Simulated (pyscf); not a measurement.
Structures and frequencies: ωB97X-D3(BJ)/def2-SVP in PySCF.

PBE/def2-TZVP puts the barrier of `[SiH3][NH][SiH3]` + `[H][H]` → `[NH2][SiH3]` + `[SiH4]` (four-centre exchange; singlet surface; N–Si, H–H broken, H–N, H–Si formed) at 44.3 kcal/mol and the reaction energy at +5.6 kcal/mol, from the separated reactants. What do B3LYP-D3(BJ)/def2-TZVP, PBE0-D3(BJ)/def2-TZVP, ωB97M-D3(BJ)/def2-TZVP give on the same structures?

B3LYP-D3(BJ): ΔE‡ = 50.4 kcal/mol, ΔE = +8.0 kcal/mol; PBE0-D3(BJ): ΔE‡ = 46.3 kcal/mol, ΔE = +7.0 kcal/mol; ωB97M-D3(BJ): ΔE‡ = 50.5 kcal/mol, ΔE = +7.5 kcal/mol. PBE's barrier lies under all of them, by 2.1 to 6.2 kcal/mol. Its reaction energy lies under all of them, by 1.4 to 2.3 kcal/mol. At the saddle there is also a short H–Si contact that neither side keeps. One saddle was located; it need not be the lowest between these sides.
